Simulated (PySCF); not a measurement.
CN, SMILES [C]#N, multiplicity 2.

Geometry optimised at B3LYP-D3(BJ)/def2-TZVPD.

Two levels are set side by side: PBE/def2-TZVPD (PySCF) and CAM-B3LYP/def2-TZVPD (PySCF). Same geometry, gas phase. Differences are taken from unrounded values.

```csv
quantity,CAM-B3LYP
α-spin orbital gap (eV),13.45
β-spin orbital gap (eV),6.84
dipole moment (D),1.56
mean polarisability (bohr³),21.3
```

What does PBE give, and how far is it from CAM-B3LYP? (Estimate from the structure and the level; the computed values follow.)


```json
[
 {"quantity": "α-spin orbital gap (eV)", "PBE": "8.19", "PBE minus CAM-B3LYP": "-5.26"},
 {"quantity": "β-spin orbital gap (eV)", "PBE": "1.78", "PBE minus CAM-B3LYP": "-5.06"},
 {"quantity": "dipole moment (D)", "PBE": "1.16", "PBE minus CAM-B3LYP": "-0.40"},
 {"quantity": "mean polarisability (bohr³)", "PBE": "20.2", "PBE minus CAM-B3LYP": "-1.1"}
]
```

Rough cost on one machine, each run with all the roots and properties that it gave: CAM-B3LYP against PBE within a factor of 2.
